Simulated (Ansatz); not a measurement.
**AlSiH₂ (sextet): wave-function methods side by side, cc-pVTZ**

How much of the correlation energy of AlSiH₂ (sextet) does each wave-function method recover here?

Computed with Ansatz 0.2.0, Gaussian basis. Level: cc-pVTZ, core rule «outside noble gas», up to 10 orbitals frozen.

The runs, in order: UHF; CCSD(T) on ROHF; CCSD(T) on UHF; BCCD(T) on ROHF; CCSDT(Q) on ROHF; CCSDT(Q) on UHF.

13 further runs of the same task are left out: 8 for a known fault of the program, 5 set aside as unsound or not needed. Runs told in other sessions of the task aren't counted.

## Step 1: What is computed

The geometry is a PBE0/def2-TZVP stationary point (not a proven minimum) of the parent state, kept for this charge and spin.

4 atoms, charge 0, spin multiplicity 6.

Atoms are counted from 1 here; the program's logs count them from 0.

Bond lengths: Si1–Al2 2.409 Å, Al2–H3 1.583 Å, Al2–H4 1.583 Å. Angles: Si1–Al2–H3 117.4°, Si1–Al2–H4 117.4°, H3–Al2–H4 125.2°.

## Step 2: UHF

The input, in.yaml:

```yaml
crystal:
  periodic: [false, false, false]
  atoms:
    - {symbol: Si, position_ang: [0.000000, 0.000000, 1.249328]}
    - {symbol: Al, position_ang: [0.000000, 0.000000, -1.159384]}
    - {symbol: H, position_ang: [0.000000, 1.405470, -1.888034]}
    - {symbol: H, position_ang: [0.000000, -1.405470, -1.888034]}
basis:
  gaussian: {orbitals: cc-pVTZ}
magnetization: {spin_polarized: true, initial_magnetization: 5}
hamiltonian: {xc: hf}
output: {orbitals: {seedname: orbitals}}
```

On the command line:

```console
ansatz run in.yaml --threads 1 --pin off --events-out ev --progress --plain --max-ram 2560MiB --backend cpu
```

The runs that follow: CCSD(T) on ROHF; CCSD(T) on UHF; BCCD(T) on ROHF; CCSDT(Q) on ROHF; CCSDT(Q) on UHF.

**Question.** What will the summary of the whole plan be? Wanted: UCCSDT(Q) from the RHF energy; RMP2 from UCCSDT(Q); UMP2 from UCCSDT(Q); RCCSD from UCCSDT(Q); RCCSD(T) from UCCSDT(Q); UCCSD(T) from UCCSDT(Q); RCCSDT(Q) from UCCSDT(Q); T1 diagnostic.

As calculated:

| quantity | value |
| --- | --- |
| UCCSDT(Q) from the ROHF energy | -4.9141 eV |
| RMP2 from UCCSDT(Q) | +1160.0 meV |
| UMP2 from UCCSDT(Q) | +1277.0 meV |
| RCCSD from UCCSDT(Q) | +314.1 meV |
| RCCSD(T) from UCCSDT(Q) | +66.3 meV |
| UCCSD(T) from UCCSDT(Q) | +64.2 meV |
| RCCSDT(Q) from UCCSDT(Q) | +2.7 meV |
| levels within 1 kcal/mol (43 meV) | RCCSDT, UCCSDT, RCCSDT(Q) |
| T1 diagnostic | 0.028 |

RCCSD(T) misses by +66.3 meV, 1.3 % of the correlation energy. Coupled cluster took another determinant than the lowest Hartree-Fock one. These misses are within one basis, not against nature; the frozen cores of restricted and unrestricted runs differ, which can shift their rows.
